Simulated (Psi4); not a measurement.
# One shape, several levels: [AlH3]− (SMILES [AlH3-])

Aim: a comparison of 6 runs (U-r2SCAN/def2-SVP, UPBE0/def2-SVP, UCAM-B3LYP/def2-TZVP, UB3LYP*/aug-cc-pV(D+d)Z, UB2PLYP/6-311++G(2d,2p), UMP3/cc-pwCVTZ) of [AlH3]−. 

The calculation is run with Psi4 1.11.

### 1 The system as given

[AlH3]− has 4 atoms, charge -1, and is taken as a doublet. As SMILES, `[AlH3-]`. Geometry: a GFN2-xTB relaxation, a rough one for these elements and not checked as a minimum.

Bond lengths: Al1–H2 1.684 Å, Al1–H3 1.685 Å, Al1–H4 1.685 Å. Angles: H2–Al1–H3 101.1°, H2–Al1–H4 101.1°, H3–Al1–H4 101.1°.

### 2 Energy and gradient at U-r2SCAN/def2-SVP (run 1)

job.py

```python
import psi4

psi4.set_memory(1600000000)
psi4.set_num_threads(1)
psi4.core.set_output_file('output.dat', False)

mol = psi4.geometry("""
-1 2
Al    -0.161060     0.455350    -0.307260
H      0.471920     0.754070     1.224440
H     -1.350110    -0.683860     0.050500
H      1.039250    -0.525560    -0.967690
symmetry c1
""")

psi4.set_options({
    'basis': 'def2-SVP',
    'reference': 'uks',
    'puream': True,
    'e_convergence': 1e-09,
    'd_convergence': 1e-08,
    'scf_type': 'pk',
    'dft_radial_points': 99,
    'dft_spherical_points': 590,
    'maxiter': 200,
})

energy_value, wavefunction = psi4.gradient("r2scan", molecule=mol, return_wfn=True)
psi4.oeprop(wavefunction, "LOWDIN_CHARGES", "MAYER_INDICES", "WIBERG_LOWDIN_INDICES")
print('gradient / Eh bohr^-1')
print(energy_value.np.round(6))
print(f'energy = {wavefunction.energy():.10f} Eh')
for k, v in sorted(psi4.core.scalar_variables().items()):
    print(f'{k:45s} {v:18.10f}')
```

Launch:

```console
$ python job.py
```

output.dat:

```text
[...]
  Running in c1 symmetry.
[...]
  Nuclear repulsion =   12.860409124912710
[...]
  Multiplicity = 2
[...]
  Nalpha       = 9
  Nbeta        = 8
[...]
    Number of basis functions: 33
[...]
   @UKS iter   1:  -244.01033086896280   -3.59920e-01   7.65018e-03 ADIIS/DIIS
[...]
   @UKS iter   9:  -244.08714081521143   -4.94538e-12   9.99671e-09 DIIS
[...]
   @S^2 Observed:                7.523082725E-01
[...]
    Orbital Energies [Eh]
    ---------------------
    Alpha Occupied:
       1A    -55.508110     2A     -3.822927     3A     -2.364970
       4A     -2.362132     5A     -2.362130     6A     -0.155905
       7A     -0.036872     8A     -0.036845     9A      0.042132
    Alpha Virtual:
      10A      0.211901    11A      0.211913    12A      0.274996
      13A      0.334045    14A      0.494349    15A      0.494366
      16A      0.497972    17A      0.624793    18A      0.624814
      19A      0.666504    20A      0.680923    21A      0.680950
      22A      0.879942    23A      1.013812    24A      1.014247
      25A      1.639133    26A      1.684483    27A      1.684498
[...]
  @UKS Final Energy:  -244.08714081521143
   => Energetics <=
    Nuclear Repulsion Energy =             12.8604091249127102
    One-Electron Energy =                -367.9848730018270544
    Two-Electron Energy =                 130.8849365597671408
    DFT Exchange-Correlation Energy =     -19.8476134980642485
    Empirical Dispersion Energy =           0.0000000000000000
    VV10 Nonlocal Energy =                  0.0000000000000000
    Total Energy =                       -244.0871408152114270
[...]
 Multipole Moments:
 ------------------------------------------------------------------------------------
     Multipole            Electronic (a.u.)      Nuclear  (a.u.)        Total (a.u.)
 ------------------------------------------------------------------------------------
 L = 1.  Multiply by 2.5417464519 to convert [e a0] to [Debye]
 Dipole X            :         -0.7313688            0.5631659           -0.1682029
 Dipole Y            :          2.0693285           -1.5921867            0.4771418
 Dipole Z            :         -1.3953537            1.0743632           -0.3209904
 Magnitude           :                                                    0.5991589
[...]
  -Total Gradient:
     Atom            X                  Y                   Z
    ------   -----------------  -----------------  -----------------
       1       -0.007963184565     0.022735623821    -0.015200704871
       2        0.002787246091    -0.007162377914     0.005419920583
       3        0.002038398886    -0.007753964433     0.005067398824
       4        0.003088749629    -0.007670603922     0.004621487602
[...]
```

The script printed:

```text
gradient / Eh bohr^-1
[[-0.007963  0.022736 -0.015201]
 [ 0.002787 -0.007162  0.00542 ]
 [ 0.002038 -0.007754  0.005067]
 [ 0.003089 -0.007671  0.004621]]
energy = -244.0871408152 Eh
CURRENT ENERGY                                   -244.0871408152
CURRENT REFERENCE ENERGY                         -244.0871408152
DD SOLVATION ENERGY                                 0.0000000000
DFT FUNCTIONAL TOTAL ENERGY                      -244.0871408152
DFT TOTAL ENERGY                                 -244.0871408152
DFT VV10 ENERGY                                     0.0000000000
DFT XC ENERGY                                     -19.8476134981
GRID ELECTRONS ALPHA                                9.0000000028
GRID ELECTRONS BETA                                 8.0000000055
GRID ELECTRONS TOTAL                               17.0000000083
NUCLEAR REPULSION ENERGY                           12.8604091249
ONE-ELECTRON ENERGY                              -367.9848730018
PCM POLARIZATION ENERGY                             0.0000000000
PE ENERGY                                           0.0000000000
SCF ITERATION ENERGY                             -244.0871408152
SCF ITERATIONS                                      9.0000000000
SCF TOTAL ENERGY                                 -244.0871408152
TWO-ELECTRON ENERGY                               130.8849365598
XC GRID RADIAL POINTS                              99.0000000000
XC GRID SPHERICAL POINTS                          590.0000000000
XC GRID TOTAL POINTS                           224553.0000000000
```

Run time: 16 s. Hardware: 1 thread of AMD EPYC 7B13 (Zen 3), shared host; peak memory 0.74 GiB.

### 3 Energy and gradient at UPBE0/def2-SVP (run 2)

alh3.inp

```
memory 1600 MB

molecule m {
  -1 2
  Al    -0.161060     0.455350    -0.307260
  H      0.471920     0.754070     1.224440
  H     -1.350110    -0.683860     0.050500
  H      1.039250    -0.525560    -0.967690
  units angstrom
  symmetry c1
  no_reorient
  no_com
}

set basis def2-SVP
set reference uks
set puream true
set e_convergence 1e-09
set d_convergence 1e-08
set scf_type pk
set dft_radial_points 99
set dft_spherical_points 590
set maxiter 200

e_tot, wfn = gradient('pbe0', return_wfn=True)
```

Launch:

```console
$ psi4 alh3.inp alh3.out -n 1
```

alh3.out:

```text
[...]
  Running in c1 symmetry.
[...]
  Nuclear repulsion =   12.860409124912710
[...]
  Multiplicity = 2
[...]
  Nalpha       = 9
  Nbeta        = 8
[...]
    Number of basis functions: 33
[...]
   @UKS iter   1:  -243.93305258499470   -4.15356e-01   6.89146e-03 ADIIS/DIIS
[...]
   @UKS iter   9:  -243.99460162763680   -1.27898e-12   4.35038e-09 DIIS
[...]
   @S^2 Observed:                7.511868323E-01
[...]
    Orbital Energies [Eh]
    ---------------------
    Alpha Occupied:
       1A    -55.901650     2A     -3.935682     3A     -2.470077
       4A     -2.466549     5A     -2.466549     6A     -0.197943
       7A     -0.069790     8A     -0.069759     9A      0.019039
    Alpha Virtual:
      10A      0.230226    11A      0.230238    12A      0.283871
      13A      0.345474    14A      0.509141    15A      0.509159
      16A      0.517060    17A      0.646378    18A      0.646394
      19A      0.681527    20A      0.691983    21A      0.692015
      22A      0.895369    23A      1.036634    24A      1.037064
      25A      1.654984    26A      1.697350    27A      1.697362
[...]
  @UKS Final Energy:  -243.99460162763680
   => Energetics <=
    Nuclear Repulsion Energy =             12.8604091249127102
    One-Electron Energy =                -368.0320292372730364
    Two-Electron Energy =                 126.1071440288011445
    DFT Exchange-Correlation Energy =     -14.9301255440776277
    Empirical Dispersion Energy =           0.0000000000000000
    VV10 Nonlocal Energy =                  0.0000000000000000
    Total Energy =                       -243.9946016276367970
[...]
 Multipole Moments:
 ------------------------------------------------------------------------------------
     Multipole            Electronic (a.u.)      Nuclear  (a.u.)        Total (a.u.)
 ------------------------------------------------------------------------------------
 L = 1.  Multiply by 2.5417464519 to convert [e a0] to [Debye]
 Dipole X            :          3.7458357           -3.6523115            0.0935243
 Dipole Y            :        -10.5887082           10.3258415           -0.2628667
 Dipole Z            :          7.1460107           -6.9676659            0.1783448
 Magnitude           :                                                    0.3311383
[...]
  -Total Gradient:
     Atom            X                  Y                   Z
    ------   -----------------  -----------------  -----------------
       1       -0.007955169353     0.022710644869    -0.015186548268
       2        0.002748647192    -0.007315939760     0.005309378584
       3        0.002221566101    -0.007730598169     0.005098491749
       4        0.002985065491    -0.007664361869     0.004778479575
[...]
```

It took 7.8 s on 1 thread of AMD EPYC 7B13 (Zen 3), shared host; peak memory 0.43 GiB.

Runs 3 to 5 aren't shown in full; the table further down has their settings and results.

### 4 A single-point energy at UMP3/cc-pwCVTZ (fitted SCF) (run 6)

job.py

```python
import psi4

psi4.set_memory(1600000000)
psi4.set_num_threads(1)
psi4.set_output_file('output.dat', False)

geom = psi4.geometry("""
-1 2
Al
H 1 1.684043
H 1 1.685121 2 101.07175
H 1 1.684962 2 101.06986 3 -103.76603
""")

psi4.set_options({
    'reference': 'uhf',
    'freeze_core': True,
    'mp_type': 'conv',
})

result, w = psi4.energy("mp3/cc-pwCVTZ", molecule=geom, return_wfn=True)
print('E =', round(result, 9))
```

Launch:

```console
$ python job.py
```

output.dat:

```text
[...]
  Running in c1 symmetry.
[...]
  Nuclear repulsion =   12.860408763555887
[...]
  Multiplicity = 2
[...]
  Nalpha       = 9
  Nbeta        = 8
[...]
    Number of basis functions: 101
[...]
   @UHF iter   1:  -243.60065750161249   -6.33642e-01   1.93595e-03 DIIS/ADIIS
[...]
   @UHF iter  12:  -243.63225528615706   -8.69704e-12   3.64573e-09 DIIS
[...]
   @S^2 Observed:                7.527431697E-01
[...]
    Orbital Energies [Eh]
    ---------------------
    Alpha Occupied:
       1A    -58.243775     2A     -4.654920     3A     -2.972540
       4A     -2.967324     5A     -2.967322     6A     -0.345637
       7A     -0.186582     8A     -0.186527     9A     -0.071989
    Alpha Virtual:
      10A      0.285314    11A      0.285326    12A      0.353408
      13A      0.378184    14A      0.449988    15A      0.449991
      16A      0.462575    17A      0.475541    18A      0.475575
      19A      0.529917    20A      0.561218    21A      0.561231
      22A      0.781170    23A      0.781211    24A      0.789275
      25A      1.011152    26A      1.030196    27A      1.030285
[...]
  @UHF Final Energy:  -243.63225528615706
   => Energetics <=
    Nuclear Repulsion Energy =             12.8604087635558866
    One-Electron Energy =                -367.9350393414191558
    Two-Electron Energy =                 111.4423752917062131
    Total Energy =                       -243.6322552861570614
  UHF NO Occupations:
  HONO-2 :    7  A 1.9998610
  HONO-1 :    8  A 1.9989098
[...]
 Multipole Moments:
 ------------------------------------------------------------------------------------
     Multipole            Electronic (a.u.)      Nuclear  (a.u.)        Total (a.u.)
 ------------------------------------------------------------------------------------
 L = 1.  Multiply by 2.5417464519 to convert [e a0] to [Debye]
 Dipole X            :          1.7984564           -1.4039917            0.3944648
 Dipole Y            :         -1.4113783            1.1016694           -0.3097089
 Dipole Z            :         -1.1600111            0.9064233           -0.2535879
 Magnitude           :                                                    0.5619865
[...]
	SCS-MP2 Total Energy (a.u.)        :  -243.74887010858328
	SOS-MP2 Total Energy (a.u.)        :  -243.75508238967200
[...]
	SOS-PI-MP2 Total Energy (a.u.)     :  -243.76453062840392
[...]
	MP2 Total Energy (a.u.)            :  -243.73644554640583
[...]
	SCS-MP3 Total Energy (a.u.)        :  -243.75393211430881
[...]
	MP3 Total Energy (a.u.)            :  -243.75669356930797
[...]
```

Standard output:

```text
E = -243.756693569
```

Wall time 39 s (1 thread of AMD EPYC 7B13 (Zen 3), shared host); peak memory 1.4 GiB.

### 5 All runs side by side

```
run                                                            level      task  integrals  energy (Eh)  HOMO energy (eV)  LUMO energy (eV)   ⟨S²⟩  wall time
  1                                                U-r2SCAN/def2-SVP  gradient         pk  -244.087141              1.15              3.26  0.752       16 s
  2                                                   UPBE0/def2-SVP  gradient         pk  -243.994602              0.52              3.66  0.751      7.8 s
  3                                             UCAM-B3LYP/def2-TZVP  gradient         pk  -244.207220             -0.67              4.29  0.751       12 s
  4  UB3LYP*/aug-cc-pV(D+d)Z (sfX2C, density fitting, C-PCM acetone)    energy         df  -244.625546             -3.86             -1.61  0.751        6 s
  5        UB2PLYP/6-311++G(2d,2p) (density fitting for correlation)    energy         pk  -244.075319             -0.50              3.65  0.752      4.5 s
  6                                      UMP3/cc-pwCVTZ (fitted SCF)    energy         df  -243.756694             -1.96              6.49  0.753       39 s
```

### 6 Results

```
                                                         quantity          value
                                              run 6: total energy  -243.75669 Eh
run 6: HOMO energy (Hartree–Fock orbitals) (highest over α and β)       -1.96 eV
 run 6: LUMO energy (Hartree–Fock orbitals) (lowest over α and β)        6.49 eV
               run 6: correlation energy (5 core orbitals frozen)     -124.4 mEh
                         run 6: ⟨S²⟩ of the reference determinant          0.753
```

Totals of different functionals can't be ranked against each other. Some runs of one species differ in core potentials or relativity; totals across that change don't compare. In runs 1, 2 the HOMO lies above zero, so the outermost electron may be held by the basis alone. All runs together took 85 s, the longest 39 s.
